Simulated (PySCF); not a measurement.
CH2PH, CH₃P.
Geometry (PBE0-D3(BJ)/def2-TZVP, Å), atoms numbered from 1 in this order:
```
atom  x, y, z in Å
C1    -0.5342    0.0109   -0.2357
P2     0.8821   -0.6338    0.3344
H3    -0.6105    0.7980   -0.9769
H4    -1.4779   -0.3716    0.1412
H5     1.7759    0.1640   -0.4422
```

Jobs on this species (5 atoms, 24 electrons) with PySCF (density fitting). Hardware of each: one thread, AMD EPYC 9R45 (x86_64), shared host. Times come from a shared host and carry two figures at best. Peak memory is the resident size of the whole Python process, interpreter and libraries included.

```json
{"level and settings": "PBE0/pcSseg-2", "work": "shieldings, charges and field gradients", "basis functions": "121", "SCF cycles": "?", "wall time": "?", "peak memory": "?"}
{"level and settings": "PBE0-D3(BJ)/def2-TZVP, grid level 2", "work": "geometry optimisation from a GFN2-xTB start shaken at random", "basis functions": "86", "SCF cycles": "?", "wall time": "?", "peak memory": "?"}
{"level and settings": "PBE0/aug-cc-pVTZ", "work": "10 singlets by full TDDFT, 4 Tamm–Dancoff triplets, polarisability, dynamic polarisability", "basis functions": "165", "SCF cycles": "12", "wall time": "3.3 s", "peak memory": "0.51 GiB"}
{"level and settings": "wB97X-D/aug-cc-pVTZ", "work": "10 singlets by full TDDFT, 4 Tamm–Dancoff triplets, polarisability, ΔSCF ions", "basis functions": "165", "SCF cycles": "13", "wall time": "16 s", "peak memory": "0.54 GiB"}
{"level and settings": "CAM-B3LYP/aug-cc-pVTZ", "work": "10 singlets by full TDDFT, 4 Tamm–Dancoff triplets, polarisability", "basis functions": "165", "SCF cycles": "12", "wall time": "3.8 s", "peak memory": "0.53 GiB"}
```

Fill in the missing figures.

- PBE0/pcSseg-2; shieldings, charges and field gradients: 2.9 s, 0.41 GiB, 12 SCF cycles
- PBE0-D3(BJ)/def2-TZVP, grid level 2; geometry optimisation from a GFN2-xTB start shaken at random: 7.2 s, 0.36 GiB, 52 SCF cycles

What do all jobs in the table cost together?

About 33 s; the longest takes about 48 % of that, and about 5.5 times as long as the shortest.
